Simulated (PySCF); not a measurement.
All values below come from TPSSh-D3(BJ)/def2-TZVP // CAM-B3LYP-D3(BJ)/def2-TZVP (PySCF). Gas-phase values, no solvent. Excitations are Tamm–Dancoff values on a coarser integration grid. The basis has no diffuse functions, so Rydberg states are missing or too high.

Reference species (SMILES): `NB(Cl)Cl` (neutral, multiplicity 1).

```
Quantity                  Value
----------------------  -------
S1 oscillator strength    0.000
S1 excitation (TDA)     7.12 eV
T1 excitation (TDA)     6.13 eV
HOMO–LUMO gap           7.54 eV
```

Changed species: `ClB(Cl)Cl` (0 of 3 Cl replaced by NH2; the reference has 1 of 3 Cl replaced by NH2).

Q: Give the shifts of the S1 oscillator strength, S1 excitation (TDA), T1 excitation (TDA) and HOMO–LUMO gap.

A: the S1 oscillator strength hardly moves; the S1 excitation (TDA) drops by 1.57 eV, to 5.55 eV; the T1 excitation (TDA) drops by 0.78 eV, to 5.35 eV; the HOMO–LUMO gap falls by 1.34 eV, to 6.20 eV.
